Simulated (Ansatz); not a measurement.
**SiOF (quartet): from Hartree-Fock to the top rungs, def2-QZVPP**

An exercise on one series of results from a longer session: the logs are not shown, and one member is left open.

Program: Ansatz 0.2.0, Gaussian basis. Level of theory: def2-QZVPP, core rule «outside noble gas», up to 7 orbitals frozen. These are calculated values, not measurements.

Plan: UHF; ROHF; CCSD(T) on UHF.

2 further runs of the same task are left out: 2 set aside as unsound or not needed.

## The geometry

The geometry is a PBE0/def2-TZVP stationary point (not a proven minimum) of the parent state, kept for this charge and spin.

3 atoms, charge 0, spin multiplicity 4.

Atoms are counted from 1 here; the program's logs count them from 0.

Bond lengths: F1–Si2 1.587 Å, Si2–O3 1.520 Å. Angles: F1–Si2–O3 126.9°.

Geometry (Å):

```
F     0.0000   -0.2796    1.3465
Si    0.0000    0.3829   -0.0952
O     0.0000   -0.3401   -1.4318
```

The first run:

Input file in.yaml:

```yaml
crystal:
  periodic: [false, false, false]
  atoms:
    - {symbol: F, position_ang: [0.000000, -0.279589, 1.346482]}
    - {symbol: Si, position_ang: [0.000000, 0.382864, -0.095161]}
    - {symbol: O, position_ang: [0.000000, -0.340087, -1.431827]}
basis:
  gaussian: {orbitals: "def2-QZVPP.json"}
magnetization: {spin_polarized: true, initial_magnetization: 3}
hamiltonian: {xc: hf}
output: {orbitals: {seedname: orbitals}}
```

Run with:

```sh
ansatz run in.yaml --threads 1 --pin off --events-out ev --progress --plain --max-ram 2393MiB
```

Among the steps run: UHF; ROHF; CCSD(T) on UHF.

One of the session's tables, all rows but one given; the rest of the session is left out.

It belongs to the step «Misses and costs». 

```
  method  from UCCSD(T) (meV)
    ROHF             +15780.8
     UHF             +15610.7
    UMP2               +866.0
   UCCSD                    ?
UCCSD(T)                    0
```

Q: Estimate the row for UCCSD from the others.

As computed: from UCCSD(T) (meV): +506.9. In the column «from UCCSD(T) (meV)» it lies between UCCSD(T) (0) and UMP2 (+866.0).
